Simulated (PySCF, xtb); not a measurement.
1-chloropropane (C3H7Cl), SMILES ClCCC.

GFN2-xTB (xtb 6.7.1) at its own geometry gives an orbital gap of 6.93 eV and a dipole moment of 2.22 D.

Geometry optimised at PBE0-D3(BJ)/def2-SVP. Other conformers were not sampled.

Problem. What does CAM-B3LYP/def2-TZVP (PySCF) give? (An estimate is asked for; the answer gives what the named calculation found.)

Solution. gap 11.52 eV (levels -9.68 and 1.84 eV), dipole 2.06 D.
